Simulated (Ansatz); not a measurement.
## CH (charge +1): a composite energy at a relaxed geometry

Computed with the Python package of Ansatz (0.2.0).

`ch_composite.py`:
```python
"""A composite energy for CH(+): DFT geometry, MP2 basis limit, coupled-cluster correction."""

import ansatz as az
import numpy as np

BASIS_SET = "def2-SVP"
FUNCTIONAL = "pbe0"
CHARGE = 1


def main() -> None:
    geometry_ang = [
        ("H", (0.0, 0.0, 0.0)),
        ("C", (0.0, 0.0, 1.13)),
    ]
    mol = az.Crystal.molecule()
    for symbol, xyz in geometry_ang:
        mol = mol.atom(symbol, xyz)

    setup = (
        mol.calculation()
        .basis(gaussian=BASIS_SET)
        .functional(FUNCTIONAL)
        .charge(CHARGE)
        .accuracy("medium")
        .scf(lower_state_search="light")
    )
    symbols = [site.symbol for site in mol.cartesian_sites]
    start = np.array([site.position_ang for site in mol.cartesian_sites], dtype=float)
    summary = setup.relax(force_tolerance=0.01).run(threads=1, backend="cpu").report
    end = np.array(summary["positions_ang"])
    print("final positions (A) and the move of each atom")
    for symbol, xyz, old in zip(symbols, end, start):
        print(f"{symbol:2s} {xyz[0]:10.5f} {xyz[1]:10.5f} {xyz[2]:10.5f}   {np.linalg.norm(xyz - old):7.4f}")

    minimum = az.Crystal.molecule()
    for symbol, place in zip(symbols, end):
        minimum = minimum.atom(symbol, place.tolist())
    at_minimum = minimum.calculation().charge(CHARGE)
    # MP2 extrapolated to the basis limit, plus the small-basis difference CCSD(T) - MP2
    level = lambda method, basis: at_minimum.basis(gaussian=basis).correlation(method).run(threads=1, backend="cpu").report
    small, large, cluster = level("mp2", "cc-pVDZ"), level("mp2", "cc-pVTZ"), level("ccsd_t", "cc-pVDZ")
    corr = lambda each: (each["free_energy_ev"] - each["reference_energy_ev"]) / 27.211386246
    mp2_limit = (27 * corr(large) - 8 * corr(small)) / 19
    pieces = {"HF / cc-pVTZ": large["reference_energy_ev"] / 27.211386246, "MP2 correlation, DZ-TZ limit": mp2_limit, "CCSD(T) - MP2 / cc-pVDZ": corr(cluster) - corr(small)}
    for name, value in pieces.items():
        print(f"{name:32s} {value:14.6f} Ha")
    print(f"{'sum':32s} {sum(pieces.values()):14.6f} Ha")
    print("T1 diagnostic", round(cluster["correlation"]["coupled_cluster"]["t1_diagnostic"], 4))


if __name__ == "__main__":
    main()
```

```console
$ python ch_composite.py
final positions (A) and the move of each atom
H     0.00000   -0.00000   -0.00855    0.0086
C    -0.00000    0.00000    1.13855    0.0086
HF / cc-pVTZ                         -37.906978 Ha
MP2 correlation, DZ-TZ limit          -0.091777 Ha
CCSD(T) - MP2 / cc-pVDZ               -0.032722 Ha
sum                                  -38.031477 Ha
T1 diagnostic 0.0113
```

What to keep in mind:
- These settings explore the input space; basis and method may be short of convergence.
- The sum leaves out core correlation, relativity, the Hartree-Fock basis error and zero-point energy; a DZ-TZ extrapolation is rough.
- Inner cores stay frozen, so this is valence correlation.
- An extrapolation from small basis sets is rough.
- The whole script took 1.5 s on 1 thread of Arm Neoverse V1, with other jobs on the host, peak memory 0.15 GiB.
